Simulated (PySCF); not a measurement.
Stepwise substitution at one centre (Si F-Cl). Isolated molecules, 0 K electronic values unless said otherwise. Strings in code marks are SMILES.

Calculation: ωB97X-D3(BJ)/def2-TZVP // PBE0-D3(BJ)/def2-TZVP in PySCF. Delta-SCF ions had no search for a lower state. 

| species | vertical ionisation energy (Delta-SCF) (eV) | HOMO–LUMO gap (eV) | dipole moment (D) | S1 oscillator strength |
|---|---|---|---|---|
| 0 of 4 F replaced by Cl (`F[Si](F)(F)F`) | 15.91 | … | 0.00 | 0.000 |
| 2 of 4 F replaced by Cl (`F[Si](F)(Cl)Cl`) | 12.67 | … | … | 0.044 |
| 3 of 4 F replaced by Cl | 12.29 | 14.13 | 0.52 | 0.000 |
| 4 of 4 F replaced by Cl | 12.14 | … | 0.00 | 0.000 |

What belongs in the gaps?


- 0 of 4 F replaced by Cl (`F[Si](F)(F)F`), HOMO–LUMO gap (eV): 18.06
- 2 of 4 F replaced by Cl (`F[Si](F)(Cl)Cl`), HOMO–LUMO gap (eV): 14.81
- 2 of 4 F replaced by Cl (`F[Si](F)(Cl)Cl`), dipole moment (D): 0.64
- 4 of 4 F replaced by Cl, HOMO–LUMO gap (eV): 13.74
